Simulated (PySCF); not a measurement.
Cost against result

Saddle point of BSiH$_{6}$F, closed shell (BH₂F ([BH2][F]) + SiH₄ → BSiH₅ ([BH2][SiH3]) + HF; bonds formed: B1–Si6, F2–H5; bonds broken: B1–F2, H5–Si6), PBE0-D4/def2-TZVP structure:

```
9
angstrom
B -0.1336 -0.2504 -1.0296
F -1.4797 -1.1764 -0.7740
H 0.7396 -0.9706 -1.4050
H -0.4643 0.7099 -1.6549
H -0.9830 -0.6933 0.0794
Si 0.3997 0.4230 0.9130
H 0.8786 -0.5857 1.8953
H -0.5214 1.3665 1.6004
H 1.5640 1.1769 0.3755
```

Barriers are electronic and count from the start structure reached by relaxing down the imaginary mode.

Program: PySCF 2.14 with density fitting (its default auxiliary sets; JK sets also for MP2 and CCSD(T)). Basis: as named in each row. Cores are frozen in the correlated methods. B3LYP uses VWN-RPA correlation. Extrapolation: Hartree–Fock as exp(−7.88 √X), correlation as X^−2.97.

Times are rough, for one single point on 4 threads of a shared host (Arm Neoverse V1).

The estimate by CCSD(T) at an estimated basis limit (MP2 extrapolated from triple and quadruple zeta, plus CCSD(T) − MP2 in triple zeta) is 52.20 kcal/mol.

```csv
method,basis,time (s),barrier (kcal/mol),method less estimate
HF,STO-3G,under 1,75.79,23.59
B3LYP-D4,6-31G,2,51.27,-0.93
PBE-D4,def2-SVP,4,39.97,-12.23
PBE0-D4,def2-SVP,4,45.14,-7.06
MP2,def2-QZVPP,4,51.82,-0.39
SPW92,def2-TZVPP,7,32.72,-19.48
BHLYP-D4,def2-TZVPP,9,58.93,6.73
PBE0-D4,def2-TZVPP,9,45.54,-6.67
B3LYP-D4,def2-TZVPP,9,52.50,0.29
CCSD(T),def2-SVP,9,56.48,4.28
PBE-D4,def2-TZVPP,10,40.44,-11.76
r2SCAN-D4,def2-TZVPP,23,45.62,-6.59
wB97M-V,def2-TZVPP,150,51.35,-0.85
CCSD(T),def2-TZVPP,240,53.38,1.17
```

All methods are single points on the PBE0-D4 structures.

T1 diagnostic: at most 0.014.

Labels in which every atom is bracketed show which atoms are joined, not bond orders.
